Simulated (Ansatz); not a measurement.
# NH3 (ammonia) at CCSDT(Q)/6-31G

What is the energy change on altering one bond length of NH3 (ammonia) at CCSDT(Q)/6-31G? 

Program for the calculation: Ansatz 0.2.0.

68 further runs of the same task are left out: 68 set aside as unsound or not needed.

## (1) Starting point

The species is NH3 (4 atoms), meant as a singlet with charge 0. SMILES: `N`. Geometry: relaxed at GFN2-xTB.

Bond lengths: N1–H2 1.013 Å, N1–H3 1.013 Å, N1–H4 1.013 Å. Angles: H2–N1–H3 107.7°, H2–N1–H4 107.7°, H3–N1–H4 107.7°.

## (2) A single-point energy at CCSDT(Q)/6-31G

File job.yaml:

```yaml
crystal:
  periodic: [false, false, false]
  atoms:
    - {symbol: N, position_ang: [-0.068160, 0.242830, 0.108060]}
    - {symbol: H, position_ang: [0.491930, -0.300470, 0.753380]}
    - {symbol: H, position_ang: [-0.891960, -0.300620, -0.118350]}
    - {symbol: H, position_ang: [0.468190, 0.358250, -0.743090]}
basis:
  gaussian: {orbitals: 6-31G}
magnetization: {spin_polarized: false, initial_magnetization: 0}
correlation: {method: ccsdt_q, frozen_orbitals: {H: 0, "N": 1}}
accuracy: high
scf: {omitted_lower_state_checks: [cluster_reference, increment]}
```

On the command line:

```bash
$ ansatz run job.yaml --threads 1 --pin off --max-ram 2610MiB --events-out events.jsonl --progress --plain --runs-dir runs
```

Output (excerpt; [...] marks lines left out):

```text
Warning: RAYON_NUM_THREADS=1 ignored (pool sized by the plan → 1); use --threads N
Functional definition: HF
  name "HF"
[...]
350 factors; integrals over basis functions are off by at most 3.7e-9 eV
[...]
mean field -1528.24265305 eV, -56.1618816195 hartree, gradient 1.9e-8 eV, S^2 0.000000; 0 other end points of the search recorded, 0 dependent functions left out
1 core orbitals not correlated: weight in the atoms' cores, before any rotation towards them, 1.000 or more for the frozen orbitals, at most 0.000 for the correlated occupied ones
reference -1528.24265305 eV, -56.1618816195 hartree; 4, 4 occupied and 10, 10 virtual orbitals, 350 factors
second order -3.14951021 eV of doubles, -0.00000000 eV of singles
cycle   1  -3.36211919 eV  change   -2.1e-1 eV  update   3.9e-2
[...]
cycle  19  -3.53966451 eV  change  -5.0e-10 eV  update  2.7e-10
perturbative correction -0.00809788 eV, -0.0002975914 hartree
Total energy: -1531.79041544 eV, -56.2922594825 hartree
Checks for a lower state left out: cluster_reference, increment
```

Run time: 0.14 s. Hardware: 1 thread of AMD EPYC 9R45 (Zen 5), shared host.

## (3) The distorted shape

File job.yaml:

```yaml
basis:
  gaussian: {orbitals: 6-31G}
crystal:
  periodic: [false, false, false]
  atoms:
    - {symbol: "N", position_ang: [-0.208170, 0.378643, -0.053256]}
    - {symbol: H, position_ang: [0.491930, -0.300470, 0.753380]}
    - {symbol: H, position_ang: [-1.031970, -0.164807, -0.279666]}
    - {symbol: H, position_ang: [0.328180, 0.494063, -0.904406]}
correlation: {method: ccsdt_q, frozen_orbitals: {H: 0, "N": 1}}
accuracy: high
scf: {omitted_lower_state_checks: [cluster_reference, increment]}
```

On the command line:

```bash
$ ansatz run job.yaml --threads 1 --pin off --max-ram 2610MiB --events-out events.jsonl --progress --plain --runs-dir runs
```

Output (excerpt; [...] marks lines left out):

```text
Warning: RAYON_NUM_THREADS=1 ignored (pool sized by the plan → 1); use --threads N
[... 2 set-up lines as earlier in the session ...]
[...]
349 factors; integrals over basis functions are off by at most 1.2e-8 eV
[...]
mean field -1527.22921618 eV, -56.1246385016 hartree, gradient 4.8e-8 eV, S^2 0.000000; 0 other end points of the search recorded, 0 dependent functions left out
1 core orbitals not correlated: weight in the atoms' cores, before any rotation towards them, 1.000 or more for the frozen orbitals, at most 0.000 for the correlated occupied ones
reference -1527.22921618 eV, -56.1246385016 hartree; 4, 4 occupied and 10, 10 virtual orbitals, 349 factors
second order -3.34999653 eV of doubles, -0.00000000 eV of singles
cycle   1  -3.56406882 eV  change   -2.1e-1 eV  update   4.8e-2
[...]
cycle  20  -3.80537615 eV  change   2.7e-10 eV  update  7.3e-10
perturbative correction -0.00976957 eV, -0.0003590251 hartree
Total energy: -1531.04436191 eV, -56.2648425210 hartree
Checks for a lower state left out: cluster_reference, increment
```

Run time: 0.14 s. Hardware: 1 thread of AMD EPYC 9R45 (Zen 5), shared host.

## (4) Outcome

Level: CCSDT(Q)/6-31G, 1 core orbital frozen.

```
                                                         quantity         value
                                        first shape: total energy  -56.29226 Eh
          first shape: correlation energy (1 core orbital frozen)    -130.4 mEh
                                       first shape: T1 diagnostic         0.006
                                    distorted shape: total energy  -56.26484 Eh
      distorted shape: correlation energy (1 core orbital frozen)    -140.2 mEh
                                   distorted shape: T1 diagnostic         0.008
energy change with the N1–H2 bond stretched from 1.013 to 1.266 Å      0.746 eV
```

With the N1–H2 bond stretched from 1.013 to 1.266 Å the energy rises by 0.75 eV (17.2 kcal/mol). The first shape isn't relaxed at this level, so the change isn't measured from a minimum.
